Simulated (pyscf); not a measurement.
HO–BH–OH + H• → [HO–B–OH]• + H₂ (hydrogen abstraction; doublet surface; B–H broken, H–H formed). Single points on ωB97X-D3(BJ)/def2-SVP structures (PySCF, gas phase). Rate constants from transition-state theory, ωB97M-D3(BJ)/def2-TZVP energies (ideal gas, 1 atm, RRHO with modes under 100 cm⁻¹ raised to 100, one conformer, R ln 2 for chiral ones without a mode under 150 cm⁻¹; no tunnelling), k in cm³ molecule⁻¹ s⁻¹.

```
T (K)  1000/T  log10 k
-----  ------  -------
298     3.354   -21.97
600     1.667   -15.92
900     1.111        ?
1200    0.833   -12.67
```

Q: Fit an Arrhenius line to the three values, give the activation energy, and predict k at 900 K.

A: Least squares gives log10 k = -9.68 − 3.67 × 1000/T, so Ea = 3.67 × ln 10 × 1.987 = 16.8 kcal/mol, against an electronic barrier of 16.3. At 900 K the line gives -13.76; the computed value is -13.79 (ΔG‡ = 33.6 kcal/mol), close to the line. This is the saddle that the search found; another between the same sides may lie lower. The angle at the transferred H is 180°.
